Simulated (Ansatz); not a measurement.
Results of PBE0 (Ansatz, a first-principles code, plane waves, PAW) for CsCl-type TlBr.

Settings: plane-wave cutoff 520 eV, 6×6×6 k mesh, finite displacements, scalar-relativistic PAW data made under PBE.

Cell (relaxed at this level):

```
CELL_PARAMETERS angstrom
      4.02867     0.00000     0.00000
      0.00000     4.02867     0.00000
      0.00000     0.00000     4.02867
ATOMIC_POSITIONS crystal
  Tl 0.00000 0.00000 0.00000
  Br 0.50000 0.50000 0.50000
```

### Question
What does this level give for the zone-centre TO phonon frequency?

### Answer

- zone-centre TO phonon frequency = 23 cm⁻¹

Spin–orbit coupling is not included; it can shift volumes and moduli of such heavy elements.
